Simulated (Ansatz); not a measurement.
# CH₇AlSi: vertical ionisation energy

An exercise on one series of results from a longer session: the logs are not shown, and one member is left open.

Computed with Ansatz 0.2.0, Gaussian basis. Level: unrestricted cation, the program's frozen cores in correlated methods.

Plan: UKS PBE-D4/def2-TZVPP; UKS r2SCAN-D4/def2-TZVPP; UKS PBE0-D4/def2-TZVPP; UKS B3LYP-D4/def2-TZVPP; UKS wB97X-V/def2-TZVPP; UKS wB97M-V/def2-TZVPP; UKS B2PLYP/def2-TZVPP; UHF-MP2/def2-TZVPP; UHF-MP2/def2-QZVPP; then −ε(HOMO) from the neutral's earlier runs with LDA (SPW92), PBE-D4, revPBE-D4, BLYP-D4, r2SCAN-D4, B97M-V, PBE0-D4, B3LYP-D4, r2SCANh-D4, r2SCAN0-D4, HSE06-D4, BHLYP-D4, CAM-B3LYP-D4, LC-ωPBE, ωB97X-V, ωB97M-V.

1 further run of the same task is left out (it didn't finish).

## The geometry

The geometry comes from an earlier relaxation with PBE0-D4 in a triple-zeta def2 set; it is a stationary point, not always the lowest conformer.

SMILES `C[SiH2][AlH2]`, 10 atoms, charge 0, spin multiplicity 1.

Atoms are counted from 1 here; the program's logs count them from 0.

Bond lengths: C1–Si2 1.888 Å, C1–H4 1.092 Å, C1–H5 1.092 Å, C1–H6 1.092 Å, Si2–Al3 2.462 Å, Si2–H7 1.494 Å, Si2–H8 1.494 Å, Al3–H9 1.592 Å, Al3–H10 1.592 Å. Angles: Si2–C1–H4 110.4°, Si2–C1–H5 111.1°, Si2–C1–H6 111.1°, H4–C1–H5 108.0°, H4–C1–H6 108.0°, H5–C1–H6 108.1°, C1–Si2–Al3 112.4°, C1–Si2–H7 108.6°, C1–Si2–H8 108.6°, Al3–Si2–H7 110.3°, Al3–Si2–H8 110.4°, H7–Si2–H8 106.2°, Si2–Al3–H9 121.2°, Si2–Al3–H10 121.1°, H9–Al3–H10 117.7°.

The first run:

Contents of in.yaml:

```yaml
crystal:
  periodic: [false, false, false]
  atoms:
    - {symbol: C, position_ang: [-1.221286, 0.707112, -0.748259]}
    - {symbol: Si, position_ang: [-0.100403, -0.747060, -0.306202]}
    - {symbol: Al, position_ang: [1.679258, -0.115928, 1.274173]}
    - {symbol: H, position_ang: [-1.995604, 0.390452, -1.450351]}
    - {symbol: H, position_ang: [-0.651864, 1.514398, -1.214007]}
    - {symbol: H, position_ang: [-1.713706, 1.107572, 0.140571]}
    - {symbol: H, position_ang: [0.492808, -1.292136, -1.564652]}
    - {symbol: H, position_ang: [-0.941449, -1.840730, 0.267453]}
    - {symbol: H, position_ang: [1.452977, -0.204331, 2.847189]}
    - {symbol: H, position_ang: [3.082370, 0.429549, 0.757185]}
basis:
  gaussian: {orbitals: def2-TZVPP}
total_charge: 1
magnetization: {spin_polarized: true, initial_magnetization: 1}
hamiltonian: {xc: pbe, dispersion: d4}
```

Run with:

```bash
$ ansatz run in.yaml --threads 2 --pin off --events-out ev --progress --plain --max-ram 4352MiB
```

Among the steps run: Cation, UKS PBE-D4/def2-TZVPP; Cation, UKS r2SCAN-D4/def2-TZVPP; Cation, UKS PBE0-D4/def2-TZVPP; Cation, UKS B3LYP-D4/def2-TZVPP; Cation, UKS wB97X-V/def2-TZVPP; Cation, UKS wB97M-V/def2-TZVPP; Cation, UKS B2PLYP (frozen core)/def2-TZVPP; Cation, UHF-MP2/def2-TZVPP; Cation, UHF-MP2/def2-QZVPP.

One of the session's tables, all rows but one given; the rest of the session is left out.

For comparison, −ε(HOMO) of the neutral from earlier runs:

| functional | −ε(HOMO) (eV) |
| --- | --- |
| LDA (SPW92) | 6.27 |
| PBE-D4 | 6.21 |
| revPBE-D4 | 6.17 |
| BLYP-D4 | 6.08 |
| r2SCAN-D4 | 6.44 |
| B97M-V | 6.52 |
| PBE0-D4 | 7.27 |
| B3LYP-D4 | ? |
| r2SCANh-D4 | 6.83 |
| r2SCAN0-D4 | 7.42 |
| HSE06-D4 | 6.88 |
| BHLYP-D4 | 8.25 |
| CAM-B3LYP-D4 | 8.54 |
| LC-ωPBE | 9.83 |
| ωB97X-V | 9.52 |
| ωB97M-V | 9.26 |

Estimate the missing values for B3LYP-D4.

Worked estimate for «−ε(HOMO) (eV)». Against the share of exact exchange, BLYP-D4 (0, 6.08), BHLYP-D4 (0.5, 8.25) give a slope of 4.34 per unit share; at 0.2 the line stands at 6.95.

**Answer.** −ε(HOMO) (eV): 7.09. In «−ε(HOMO) (eV)» the line misses by -0.14.
